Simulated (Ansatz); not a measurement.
Base system: Cr in the bcc (W type) structure (space group Im-3m, No. 229; a = 2.8142 Å; non-magnetic).

All numbers come from Ansatz (a first-principles code), PBEsol, PAW, cutoff 420 eV, no spin-orbit coupling.

The change: Mo takes the place of Cr on all its sites, then cell and atoms are relaxed.

Measured lattice parameter a: Cr 2.877 Å (static lattice; corrected from measurement; as listed in H. Levämäki et al., Physical Review B (2014)); Mo 3.141 Å (static lattice; corrected from measurement; as listed in Daniel Mejia-Rodriguez, S. B. Trickey, Phys. Rev. B (2018)).

Q: How well does PBEsol reproduce the measured shift?

A: With PBEsol the lattice parameter a moves by +0.315 Å (2.814 → 3.130) against +0.264 Å measured.

Stability against distortions was not tested. Seeded moments were not kept for the base. The final runs are not spin-polarised. Real Cr is antiferromagnetic at low temperature and ambient pressure, an order that this cell doesn't hold.
